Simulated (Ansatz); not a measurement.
Elastic constant C44 (GPa) of solids drawn from the class of silicides and borides, at two levels: LDA (Ansatz, an electronic-structure program, PAW), and PBEsol in Ansatz (plane waves, PAW).

```csv
solid,LDA,PBEsol
AlB2-type HfB₂,288,276
AlB2-type ZrB₂,276,266
antifluorite Mg₂Si,49.1,46.4
AlB2-type TiB₂,289,276
AlB2-type MgB₂,79.6,75.9
C11b MoSi₂,210,206
A15 Mo₃Si,122,?
```

Estimate the withheld PBEsol value from the other rows.

One way: carry over the typical ratio. The ratios PBEsol / LDA of the other rows, in order: 0.945, 0.954, 0.955, 0.958, 0.964, 0.981; median 0.9565. A15 Mo₃Si: 122 × 0.9565 = 117 GPa; the run gives 120 GPa. The ratios spread from 0.945 to 0.981, so such an estimate is rough. A15 Mo₃Si lies outside that spread.

Over all 7 rows PBEsol is the larger in 0.

Ansatz's runs of these crystals have no spin polarisation.

Spin–orbit coupling is left out, also for the solids with elements from indium on (AlB2-type HfB2); its size isn't shown.

Each level is taken at its own relaxed cell. Ansatz's density-functional and Hartree–Fock values are scalar-relativistic unless marked +SOC, with PAW data made under PBE.
